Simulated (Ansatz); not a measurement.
Results of PBEsol (Ansatz, a first-principles code, PAW) for hcp Ti.

Settings: plane-wave cutoff 520 eV, 24×24×12 k mesh (along the axes of the cell as run), Fermi–Dirac smearing 0.05 eV, no spin polarisation, scalar-relativistic PAW data made under PBE.

Shape and atoms are relaxed at each volume.

Pressure at four volumes; x = ln(V/16.727 Å³). One pressure is withheld.

| V (Å³/atom) | x | P (GPa) |
|---|---|---|
| 16.058 | -0.0408 | 5.23 |
| 16.727 | 0.0000 | 0.00 |
| 17.061 | 0.0198 | -2.28 |
| 17.396 | 0.0392 | ? |

Task: Pass a parabola P(x) through the three rows shown, estimate the bulk modulus and its pressure derivative near zero pressure, and predict the withheld pressure.

Result: Slopes between the rows: (0.00 − (5.23))/(0.0000 − (-0.0408)) = -128.19 and (-2.28 − (0.00))/(0.0198 − (0.0000)) = -115.15 GPa. Their difference over the span 0.0606 is c = 13.04/0.0606 = 215.2 GPa, so P(x) = 5.23 + (-128.19)(x − (-0.0408)) + 215.2 (x − (-0.0408))(x − (0.0000)). At the middle row B = −dP/dx = −[-128.19 + 215.2 × 0.0408] = 119.4 GPa, and B′ = dB/dP = 2c/B = 3.6. At x = 0.0392 the parabola gives -4.35 GPa; the run gives -4.37 GPa. The Birch–Murnaghan fit to the energies at all volumes has B0 = 119 GPa and B′ = 3.5.

Measured, for comparison: bulk modulus 108 GPa (zero-point energy and finite temperature contributions removed; as tabulated in doi:10.1021/acs.jctc.3c00612). Computed less measured: bulk modulus +10 %.
